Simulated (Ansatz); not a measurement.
# Cl2H2Mg: the cost of one run

Method: UKS revPBE/def2-SVP, in Ansatz 0.2.0.

## Step 1: The system as given

Bond lengths: Mg1–Cl3 2.124 Å, Mg1–Cl5 2.839 Å. Angles: Cl3–Mg1–Cl5 152.5°.

As a file:

```xyz
5

Mg   -0.1124   -0.8416   -0.3659
H     0.8043    0.5305    1.1906
Cl    0.1500   -2.7134   -1.3343
H     0.1930    1.1827    0.7910
Cl   -1.0350    1.8417   -0.2813
```

## Step 2: Run 1

150 steps of 0.5 fs at constant energy, with velocities drawn for 1000 K.

Contents of input.yaml:

```yaml
crystal:
  periodic: [false, false, false]
  atoms:
    - { symbol: Mg, position_ang: [-0.1124, -0.8416, -0.3659] }
    - { symbol: H, position_ang: [0.8043, 0.5305, 1.1906] }
    - { symbol: Cl, position_ang: [0.15, -2.7134, -1.3343] }
    - { symbol: H, position_ang: [0.193, 1.1827, 0.791] }
    - { symbol: Cl, position_ang: [-1.035, 1.8417, -0.2813] }
magnetization:
  spin_polarized: true
basis:
  gaussian: { orbitals: def2-SVP }
hamiltonian:
  xc: revpbe
md:
  timestep: 0.5
  n_steps: 150
  ensemble: nve
  temperature: 1000.0
  initial_velocities: maxwell_boltzmann
  seed: 816223
```

On the command line:

```sh
> ansatz run input.yaml --threads 1 --pin off --max-ram 2048MiB --backend cpu --events-out ev --progress --plain --runs-dir out
```

Q: Estimate wall time and peak memory on 1 thread of Arm Neoverse V2, shared host.

About 6.3 min, with a peak of 0.12 GiB.
